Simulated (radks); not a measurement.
# S²⁺ in [Ne] 3s2 3p1 4p1: an all-electron calculation

The task here is to estimate one member of a computed series from the others.

Program: radks (a radial shooting solver on a logarithmic mesh, Libxc functionals) version 1. Level of theory: Dirac Kohn-Sham, PBE, spin-unpolarised, spherical densities, finite nucleus; open shells are shared between the two j in proportion to 2j + 1. These are calculated values, not measurements, unless marked.

### What is computed

- element: sulfur (Z = 16)
- charge: +2
- electrons: 14
- configuration: [Ne] 3s2 3p1 4p1
- nuclear rms radius: 3.2611 fm

The outer shells:

S²⁺
```
[Ne] core
3s [↑↓]
3p [↑ ][  ][  ]
4p [↑ ][  ][  ]
```

The first run:

Settings of this run:

```text
Z 16
configuration [Ne] 3s2 3p1 4p1 4s0 3d0 5p0 4f0
relativity Dirac
functional pbe,pbe
spin unpolarised
j_filling average
nucleus finite rms 3.2611 fm
c 137.035999084
```

Among the steps run: Self-consistent calculation.

One of the session's tables, all rows but one given; the rest of the session is left out.

It belongs to the step «Orbitals and density». Radial moments (bohr):

```
level      <r>  outermost maximum (interpolated)  90 % within  nodes
1s1/2  0.09687                            0.0633        0.173      0
2s1/2   0.4779                             0.388        0.749      1
2p1/2   0.4395                             0.324        0.732      0
2p3/2   0.4418                             0.326        0.735      0
3s1/2    1.529                              1.34         2.27      2
3p1/2        ?                                 ?            ?      ?
3p3/2    1.685                              1.45         2.55      1
3d3/2    2.124                              1.67         3.41      0
3d5/2    2.124                              1.67         3.41      0
4s1/2    3.794                              3.56         5.41      3
4p1/2    4.279                              4.03         6.12      2
4p3/2    4.287                              4.04         6.13      2
4f5/2    5.665                              4.94         8.28      0
4f7/2    5.665                              4.94         8.28      0
```

Q: Estimate the row for 3p1/2 from the others.

As computed: <r>: 1.680; outermost maximum (interpolated): 1.44; 90 % within: 2.54; nodes: 1. In the column «<r>» it lies between 3s1/2 (1.529) and 3p3/2 (1.685).
